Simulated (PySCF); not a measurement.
## How the method changes the constants of AlH⁺

State: ²Σ⁺ (doublet), unpaired electrons σ ↑. Set-up: Al def2-TZVPPD, H def2-TZVPPD; no relativity (PySCF 2.14). De refers to Al⁺ + H in their ground configurations, without counterpoise correction. The functionals are run spin-unrestricted. A positive dipole points towards H; it is taken about the centre of mass and depends on that origin.

```json
{"Level": "UHF", "Re (Å)": "1.590", "ωe (cm⁻¹)": "1770", "De (eV)": "0.65", "μ (D)": "-0.55", "CPU s a point (SCF and correlation, without the integrals)": "0.24"}
{"Level": "UHF-MP2", "Re (Å)": "1.584", "ωe (cm⁻¹)": "1849", "De (eV)": "0.80", "μ (D)": "n/a", "CPU s a point (SCF and correlation, without the integrals)": "0.37"}
{"Level": "UHF-SCS-MP2", "Re (Å)": "1.584", "ωe (cm⁻¹)": "1857", "De (eV)": "0.80", "μ (D)": "n/a", "CPU s a point (SCF and correlation, without the integrals)": "n/a"}
{"Level": "UHF-CCSD", "Re (Å)": "1.610", "ωe (cm⁻¹)": "1673", "De (eV)": "0.81", "μ (D)": "n/a", "CPU s a point (SCF and correlation, without the integrals)": "n/a"}
{"Level": "UHF-CCSD(T)", "Re (Å)": "1.610", "ωe (cm⁻¹)": "1675", "De (eV)": "0.83", "μ (D)": "n/a", "CPU s a point (SCF and correlation, without the integrals)": "4.8"}
{"Level": "PBE", "Re (Å)": "1.637", "ωe (cm⁻¹)": "1579", "De (eV)": "0.95", "μ (D)": "-0.26", "CPU s a point (SCF and correlation, without the integrals)": "0.64"}
{"Level": "revPBE", "Re (Å)": "1.634", "ωe (cm⁻¹)": "1604", "De (eV)": "0.96", "μ (D)": "-0.32", "CPU s a point (SCF and correlation, without the integrals)": "0.41"}
{"Level": "TPSS", "Re (Å)": "1.616", "ωe (cm⁻¹)": "1674", "De (eV)": "1.26", "μ (D)": "-0.36", "CPU s a point (SCF and correlation, without the integrals)": "1.1"}
{"Level": "r²SCAN", "Re (Å)": "1.613", "ωe (cm⁻¹)": "1679", "De (eV)": "1.18", "μ (D)": "-0.41", "CPU s a point (SCF and correlation, without the integrals)": "1"}
{"Level": "M06-L", "Re (Å)": "1.605", "ωe (cm⁻¹)": "1730", "De (eV)": "0.92", "μ (D)": "-0.35", "CPU s a point (SCF and correlation, without the integrals)": "1.1"}
{"Level": "PBE0", "Re (Å)": "1.619", "ωe (cm⁻¹)": "1654", "De (eV)": "0.96", "μ (D)": "-0.33", "CPU s a point (SCF and correlation, without the integrals)": "1"}
{"Level": "BHandHLYP", "Re (Å)": "1.606", "ωe (cm⁻¹)": "1676", "De (eV)": "0.93", "μ (D)": "-0.40", "CPU s a point (SCF and correlation, without the integrals)": "0.54"}
{"Level": "M06-2X", "Re (Å)": "1.605", "ωe (cm⁻¹)": "1715", "De (eV)": "0.83", "μ (D)": "-0.48", "CPU s a point (SCF and correlation, without the integrals)": "1.2"}
{"Level": "ωB97X-V", "Re (Å)": "1.606", "ωe (cm⁻¹)": "1721", "De (eV)": "0.92", "μ (D)": "-0.38", "CPU s a point (SCF and correlation, without the integrals)": "3.3"}
```

Which functional lies closest to UHF-CCSD(T) in De, which farthest, and by how much do they differ from it?

Closest is M06-2X (-0.5 pm in Re, +2.4 % in ωe, +0.00 eV in De against UHF-CCSD(T) in the same basis), farthest TPSS (+0.6 pm in Re, -0.1 % in ωe, +0.43 eV in De). CCSD(T) converges more slowly with the basis than the functionals do and binds too weakly in this one, so the order can change at the basis-set limit.

What does the step from GGA to meta-GGA do here, going from PBE to r²SCAN?

r²SCAN less PBE: -2.4 pm in Re, +6.3 % in ωe, +0.23 eV in De. 

Correlated steps freeze 5 core orbitals. For an ion De counts to the pair picked by the measured ionisation energies or electron affinities, which need not be the lowest pair at this level. The state was picked by a PBE0 search and need not be the measured ground state.

The whole job (state search and all levels along the bond) took about 3.1 min on 1 thread of Arm Neoverse V2 (shared host), peak memory 1.4 GiB.
